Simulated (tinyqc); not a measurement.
Starting guesses with DIIS over 6 matrices: SCF starting guesses in the sto-3g basis, for LiH+, spin multiplicity 2. Computed by the program tinyqc with PySCF. 

Geometry (angstrom):

| atom | x | y | z |
|---|---|---|---|
| Li | 0.0000 | 0.0000 | 0.0000 |
| H | 0.0000 | 0.0000 | 2.4770 |

lowest solution found by these runs and by PySCF with stability checks = -7.616489 hartree

UHF with one setting changed at a time; a run stops when the energy changes by less than 1e-09 hartree and the error matrix is below 1e-5. Starts: the lowest orbitals of the core Hamiltonian, of the Wolfsberg-Helmholz matrix (K = 1.75), projected atomic densities, random orbitals, and the highest orbitals of the core Hamiltonian (a deliberately bad start).

Largest element of the error matrix X^T (FDS - SDF) X:

| iteration | core | Wolfsberg-Helmholz | atomic densities | random | highest core orbitals |
|---|---|---|---|---|---|
| 1 | 1.2e-01 | 1.3e-01 | 3.9e-02 | 9.6e-01 | 1.1e-01 |
| 2 | 6.8e-02 | 5.3e-02 | 8.2e-02 | 1.0e-01 | 1.2e-01 |
| 3 | 1.9e-02 | 5.7e-03 | 6.0e-02 | 3.4e-02 | 7.7e-02 |
| 4 | 1.7e-04 | 3.4e-04 | 2.4e-02 | 7.1e-03 | 2.0e-02 |
| 5 | 2.1e-05 | 6.0e-05 | 2.0e-02 | 1.1e-03 | 1.8e-02 |
| 6 | 2.5e-06 | 6.0e-07 | 6.0e-03 | 7.8e-05 | 9.8e-03 |
| 8 | - | - | 4.3e-07 | 7.1e-07 | 2.7e-03 |
| 10 | - | - | - | - | 1.7e-07 |

How each run ends:

| run | iterations | E (hartree) | state |
|---|---|---|---|
| core | 7 | -7.61649 | lowest found |
| Wolfsberg-Helmholz | 7 | -7.61649 | lowest found |
| atomic densities | 9 | -7.61649 | lowest found |
| random | 8 | -7.61649 | lowest found |
| highest core orbitals | 10 | -7.61649 | lowest found |

5 of 5 runs reach the lowest solution found, in 7 to 10 iterations (fastest: core, Wolfsberg-Helmholz). The first errors are 1e-01, 1e-01, 4e-02, 1e+00, 1e-01.
